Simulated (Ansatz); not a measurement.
Pulling the pair apart

The pair of HF (SMILES F, atoms 1–2) and Si₂H₆ (SMILES [SiH3][SiH3], atoms 3–10), both closed shells, in one local arrangement (a lower one may exist), relaxed at PBE0-D4/def2-TZVP:

```
atom    x (Å)    y (Å)    z (Å)
  F1  -0.2824  -0.2084  -3.7723
  H2  -0.1059  -0.4247  -2.8892
 Si3   0.3035  -0.2396   1.9372
 Si4  -0.2115   0.4159  -0.2472
  H5  -0.4547  -1.4694   2.2859
  H6   1.7598  -0.5135   2.0505
  H7  -0.0648   0.8463   2.8832
  H8  -1.6653   0.6661  -0.4188
  H9   0.1701  -0.6961  -1.1756
 H10   0.5513   1.6235  -0.6539
```

Si₂H₆ is shifted rigidly along the line between the mean atom positions of the two fragments (negative: closer). Counterpoise interaction energies in kcal/mol. Computed with Ansatz 0.2.0 (basis: def2-TZVPPD); correlated methods freeze the cores. B3LYP uses VWN-RPA correlation.

```
shift (Å)  B3LYP-D4  r2SCAN-D4    MP2
    -0.28     -0.84      -1.25   0.10
    -0.14     -1.56      -1.83  -0.84
     0.00     -1.79      -1.99  -1.25
     0.14     -1.75      -1.91  -1.37
     0.33     -1.49      -1.63  -1.28
     0.69     -0.90      -1.05  -0.92
     1.39     -0.21      -0.39  -0.41
     2.77      0.13      -0.06  -0.11
```

At the largest shift the D4 term itself is slightly repulsive (B3LYP-D4 +8.4 meV, r2SCAN-D4 +0.5 meV): a quirk of that model, not of the functional.

Q: What does CCSD(T) give at these shifts? (An estimate is asked for; the value comes from the calculation.)

A: By the calculation: 0.09, -0.88, -1.31, -1.43, -1.34, -0.96, -0.42, -0.11 kcal/mol. For zero shift, CCSD(T) at an estimated basis limit (MP2 extrapolated from triple and quadruple zeta, plus CCSD(T) − MP2 in triple zeta) gives -1.50 kcal/mol. These are counterpoise interaction energies, counted from the two frozen fragments.

T1 diagnostic: at most 0.013.

For scale, one of the runs: CCSD(T)/def2-TZVPPD, 255 basis functions, launched by `ansatz run in.yaml --threads 4 --pin off --events-out ev --progress --plain --max-ram 9574MiB`. Hardware: 4 CPU threads of an AMD EPYC 9R45, shared host. Wall time 24 s; peak host memory 5.3 GiB.
